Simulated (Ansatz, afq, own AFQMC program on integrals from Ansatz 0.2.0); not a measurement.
**AlGaCl, quartet: AFQMC among the cluster methods**

```yaml
atoms:
  - { symbol: Cl, position_ang: [0.0000, 0.0000, -2.1660] }
  - { symbol: Al, position_ang: [0.0000, 0.0000, -0.0752] }
  - { symbol: Ga, position_ang: [0.0000, 0.0000, 2.2412] }
```

Connectivity, by distances: Cl–Al–Ga.

Basis cc-pVDZ. Noble-gas cores (and the filled d shells of Ga–Kr and In–Xe) are frozen. Ansatz 0.2.0 and our own AFQMC program on the same integrals; the CISD trial comes from CCSD amplitudes, and released means the phaseless constraint is let go. Free projection: walkers drawn from exp(T), propagated without any constraint. Its projection time is finite, and what remains of the start isn't in its error. Uncertainties: one standard error, sampling alone. No spin–orbit coupling.

Determinant: UHF, the one that the program's search chose, which needn't be the lowest solution. The geometry is a point of a scan.

No full CI on the walks' own integrals is used here; CCSDT(Q) serves as the reference and is uncertain by about the last step of the cluster series.

Cautions: no relativity below Rb; no spin-orbit coupling; inner d shell frozen; lower spins were not checked.

- T1 diagnostic: 0.0197
- weight of the determinant in the CISD state: 0.858
- ⟨S²⟩ of the determinant: 3.773
- size of the correlated space: 13 electrons in 39 orbitals

| level | correlation energy (eV) |
| --- | --- |
| MP2 | -5.6566 |
| CCSD | -6.4180 |
| CCSD(T) | -6.6220 |

Estimate where phaseless AFQMC with a CISD trial lies against CCSD(T) on the same integrals.

1.08 ± 0.36 kcal/mol below CCSD(T).

Reference: CCSDT(Q), correlation energy -6.676 eV. The released energy is read at 2.40 1/Eh (meV from the phaseless value at times in 1/Eh: -4 ± 17 at 0.24, 6 ± 13 at 0.51, -3 ± 12 at 0.99, -7 ± 12 at 1.62, 20 ± 16 at 2.40).

| level | E − E(reference) (kcal/mol) | share of correlation (%) |
| --- | --- | --- |
| CCSD(T) | 1.25 | 99.19 |
| CCSDT | 0.42 | 99.73 |
| ph-AFQMC/HF | 2.42 ± 1.12 | 98.43 |
| ph-AFQMC/CISD | 0.17 ± 0.36 | 99.89 |
| released AFQMC | 0.64 ± 0.36 | 99.58 |
| free AFQMC | 0.45 ± 0.27 | 99.71 |

Free projections are given only where their last times agree within the noise and don't stop above the reference; a slow remainder of the start can still hide under it. A walk keeps the symmetry of its determinant, which the program's search chose and which needn't be the lowest solution, so a lower state of the same spin and another symmetry isn't excluded. Released energies are given only where the last usable release times agree within the noise; a slower fall can still hide under it.
